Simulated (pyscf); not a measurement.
7 gas-phase steps of one pattern: hydrogen abstraction on the doublet surface, H–H broken and H–Si/Ge/Sn formed. Optimised with ωB97X-D3(BJ)/def2-SVP in PySCF. Electronic energies in kJ/mol, from the separated reactants; ΔE‡ at ωB97M-D3(BJ)/def2-TZVP, beside the barrier at r²SCAN/def2-TZVP on the same structures. Rows were drawn at random from the steps of this pattern with a verified saddle, stable references and no exit in the data more than 5 kcal/mol lower.

| row | step | ΔE‡(r²SCAN) | ΔE‡ |
|---|---|---|---|
| 1 | F–Si•(F)–F (SMILES F[Si](F)F) + H₂ (SMILES [H][H]) -> F–SiH(F)–F (SMILES F[SiH](F)F) + H• (SMILES [H]) | 41.9 | ? |
| 2 | HO–Si•(OH)–Cl (SMILES O[Si](O)Cl) + H₂ (SMILES [H][H]) -> HO–SiH(OH)–Cl (SMILES O[SiH](O)Cl) + H• (SMILES [H]) | 54.2 | 58.2 |
| 3 | F–SiH•–F (SMILES F[SiH]F) + H₂ (SMILES [H][H]) -> F–SiH₂–F (SMILES F[SiH2]F) + H• (SMILES [H]) | 50.3 | 57.4 |
| 4 | H₂N–Si•(NH₂)–Cl (SMILES N[Si](N)Cl) + H₂ (SMILES [H][H]) → H₂N–SiH(NH₂)–Cl (SMILES N[SiH](N)Cl) + H• (SMILES [H]) | 53.2 | 56.5 |
| 5 | •H₂Si–O–SiH₃ (SMILES [SiH2]O[SiH3]) + H₂ (SMILES [H][H]) → H₃Si–O–SiH₃ (SMILES [SiH3]O[SiH3]) + H• (SMILES [H]) | 56.9 | 63.1 |
| 6 | Cl–SiH•–Cl (SMILES Cl[SiH]Cl) + H₂ (SMILES [H][H]) → Cl–SiH₂–Cl (SMILES Cl[SiH2]Cl) + H• (SMILES [H]) | 64.0 | 69.4 |
| 7 | H₃Si–SiH•–Cl (SMILES [SiH3][SiH]Cl) + H₂ (SMILES [H][H]) → H₃Si–SiH₂–Cl (SMILES [SiH3][SiH2]Cl) + H• (SMILES [H]) | 73.5 | 80.3 |

Problem. Fit ΔE‡ = a + b·ΔE‡(r²SCAN) to the other rows and predict row 1.

Solution. Over the 6 complete rows the means are +58.7 (ΔE‡(r²SCAN)) and 64.2 (ΔE‡); least squares gives b = 1.06 and a = 1.9 kJ/mol, with residuals of 1.3 kJ/mol (root mean square; largest 2.2, row 3). For row 1: 1.9 + 1.06 × (+41.9) = 46.3 kJ/mol, an extrapolation. The computed barrier is 47.0 kJ/mol, 0.7 over the line. The line follows these rows closely. Each barrier is that of the saddle found.
